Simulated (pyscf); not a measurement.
PySCF, gas phase, ωB97X-D3(BJ)/def2-SVP geometries.

Q: `[Cl][GaH2]` + `[OH2]` → `[OH][GaH][Cl]` + `[H][H]`
Surface: singlet. Broken: Ga–H, H–O. Formed: Ga–O, H–H. Give ΔE‡ and ΔE from ωB97M-D3(BJ)/def2-TZVP, relative to the separated reactants.

A: ΔE‡ = 50.3 kJ/mol, ΔE = -46.5 kJ/mol. Zero-point energy shifts the barrier by 0.0 kJ/mol. It is a four-centre exchange, with an imaginary mode of 1333i cm⁻¹. On the reactant side the descent ends in an adduct with a Ga–O contact, 79.6 kJ/mol under the separated species and 123.3 kJ/mol under the saddle at ωB97X-D3(BJ)/def2-TZVP. What is counted as formed (Ga–O) is already present as a longer contact in the reactant adduct; forming that adduct is a step of its own. At the saddle there is also a short Ga–H contact that neither side keeps. One saddle was located; it need not be the lowest between these sides. Elements up to Kr have no core potential and no relativistic terms here.
